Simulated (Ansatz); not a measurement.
RbSi₂: from a trial structure to a relaxed crystal

Computed with DFT PBE, scalar-relativistic, plane waves, PAW (Ansatz 0.2.0). Cutoff 420 eV, Γ-centred k mesh, Gaussian smearing, no spin polarisation in the final step.

The start is a random cell of RbSi₂ with space group I4_1md (No. 109), drawn with lower limits on the distances.

```
Rb Si
1.0
    -3.04047    3.04047    4.12930
     3.04047   -3.04047    4.12930
     3.04047    3.04047   -4.12930
Rb Si
2 4
Direct
  0.68112 0.68112 0.00000
  0.43112 0.93112 0.50000
  0.26364 0.13864 0.12500
  0.01364 0.13864 0.87500
  0.88864 0.51364 0.62500
  0.88864 0.26364 0.37500
```

Cell and atoms relax at zero pressure; the relaxation can't lower the symmetry of the start. After a coarse first stage the cell is made exact in the group found at 0.06 Å.

Formation energies are uncorrected and refer to the elements' standard structures at the same level.

(1) What does it relax into?

(2) What are its volume, energy, density and gap?

## Answers

(1) It keeps I4_1md (No. 109). Conventional cell: a = 5.993 Å, c = 7.976 Å. Around Rb lie 12 Si at 3.30–3.57 Å and 4 Rb at 3.60 Å; around Si lie 1 Si at 2.43 Å.

Space group I4_1md (No. 109). a = 5.993 Å, b = 5.993 Å, c = 7.976 Å, α = 90.00°, β = 90.00°, γ = 90.00°
```
atom site symmetry x y z
  Rb    4a      2mm.  0.0000  0.0000  0.5871
  Si    8b       .m.  0.0000  0.2028  0.1856
```

(2) The volume per atom is 23.87 Å³. The density is 3.28 g/cm³ and the energy over the elements is 0.41 eV/atom. The gap on the 10×10×10 mesh is 0 eV (a metal).

The final run used a 10×10×10 mesh on its 6-atom cell and 0.10 eV smearing. For metals, differences of a few meV/atom aren't resolved. Symmetry constrained the relaxation, so the result can be a saddle point.

Cost: 2 runs of about 5 core-minutes in all, on Intel Xeon Platinum 8259CL (Skylake/Cascade Lake) (shared hosts).